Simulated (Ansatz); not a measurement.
A made-up structure of SiH₂SO, closed shell:

```xyz
5
angstrom
O 1.2808 -1.1422 0.4292
Si -0.1533 0.1774 -0.2396
S 0.0036 -0.2928 1.3401
H -1.3387 -0.3149 -0.9690
H 0.2076 1.5725 -0.5607
```

It is relaxed with PBE-D4/def2-SVP and then PBE0-D4/def2-TZVP (Ansatz 0.2.0). Atoms count as bonded within 1.22 times the sum of their covalent radii (H–H: 0.88 Å). The end point is not checked to be a true minimum.

(1) Does its bonding change? (Judge from chemistry; the calculation decides.)

## Answers

(1) By the calculation: No: no bond forms or breaks.

Where it ends: The first stage lowers the energy by 4.77 eV in 7 steps. It ends as SiH₂SO ([O]1[SiH2][S]1):
O1  (1.016, -0.887, 0.252)
Si2  (-0.153, 0.177, -0.239)
S3  (0.090, -0.443, 1.710)
H4  (-1.249, -0.367, -1.065)
H5  (0.297, 1.520, -0.657)
(Å)

Labels in which every atom is bracketed show which atoms are joined, not bond orders.

For scale, one of the runs: PBE0-D4/def2-TZVP relaxation, 117 basis functions, launched by `ansatz run in.yaml --threads 2 --pin off --events-out ev --progress --plain --max-ram 4352MiB`. Hardware: 2 CPU threads of an Arm Neoverse V2, shared host. Wall time about 9.5 s.
